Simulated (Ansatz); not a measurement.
Relaxation of C$_{2}$H$_{4}$N (7 atoms, charge 0, multiplicity 2), to a largest force component of 0.03 eV/Å in at most 50 steps.

These are results of Ansatz 0.2.0, UKS PBE-D4/def2-SVP, not measurements.

```xyz
7
Properties=species:S:1:pos:R:3
H 0.321 -0.585 0.232
C 1.179 -0.239 -0.325
C 2.131 0.180 -0.964
N -1.870 -0.253 0.904
H 2.978 0.545 -1.528
H -2.634 -0.229 0.193
H -2.104 0.581 1.488
```

Where does it end, and by what steps?

The run converged. The force dipped under the threshold on the way, but the program's further checks kept it going. After 13 steps the energy has fallen by 0.038 eV; H1 moved furthest, 0.68 Å.

```csv
step,energy less start (eV),largest force component (eV/Å),accepted
0,0.0000,0.371,yes
1,0.0252,1.391,no
2,-0.0103,0.387,yes
3,-0.0187,0.292,yes
4,-0.0286,0.253,yes
5,-0.0220,0.577,no
6,-0.0331,0.030,yes
7,-0.0337,0.352,yes
8,-0.0367,0.106,yes
9,-0.0379,0.004,yes
10,-0.0382,0.020,yes
11,-0.0373,0.200,no
12,-0.0383,0.033,yes
13,-0.0383,0.004,yes
```

```xyz
7
Properties=species:S:1:pos:R:3
H 0.117 0.000 -0.047
C 1.120 0.051 -0.480
C 2.241 0.108 -0.965
N -1.834 -0.088 0.789
H 3.232 0.159 -1.393
H -2.699 -0.522 0.397
H -2.177 0.292 1.699
```

Time of the run: 11 s on 2 threads of Arm Neoverse V2, with other jobs on the host, peak memory 0.12 GiB.
